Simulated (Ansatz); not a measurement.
The same path of BFH3N (6 atoms, charge 0, multiplicity 1) was run twice with different band settings. Lost on the way: B1–F2, B1–H3. Made: F2–H3.

These are results of RKS PBE0-D4/def2-SVP (Ansatz), not measurements.

Relaxed end points:

```xyz
6
Properties=species:S:1:pos:R:3
B 0.146 0.021 0.040
F 0.226 -0.453 1.288
H 1.141 0.463 -0.486
N -1.077 -0.004 -0.623
H -1.922 -0.369 -0.200
H -1.192 0.342 -1.565
```

```xyz
6
Properties=species:S:1:pos:R:3
B -0.391 0.007 -0.239
F 2.001 -0.081 1.397
H 1.226 -0.046 0.853
N -1.533 0.034 -0.986
H -2.422 -0.313 -0.636
H -1.559 0.400 -1.935
```

Common settings: movable images 7; climbing image yes; spring 5.0 eV/Å²; optimiser quadratic models (default); start path through a guess of the saddle point; iteration limit 60; end points relaxed.

| run | force threshold |
| --- | --- |
| 1 | 0.05 eV/Å |
| 2 | 0.2 eV/Å |

Task: What does each run give, and how far can it be trusted?

Result: Run 1: converged after 20 iterations, highest image 4.732 eV above the first end. Neighbouring images differ by up to 2.5 eV, so the band resolves the path poorly. A vibrational analysis at the climbing image gives one clearly imaginary mode, 684i cm⁻¹: a first-order saddle point.
Run 2: converged after 17 iterations, highest image 4.732 eV above the first end. The threshold of 0.2 eV/Å is loose, so the images may lie well off the minimum-energy path. Neighbouring images differ by up to 2.5 eV, so the band resolves the path poorly. Another band between the same ends (7 images) ends at a top of the same energy, where a vibrational analysis finds 1 clearly imaginary mode.
The orbitals stay closed-shell, which can raise the energy where a bond breaks towards radicals; this wasn't checked here.
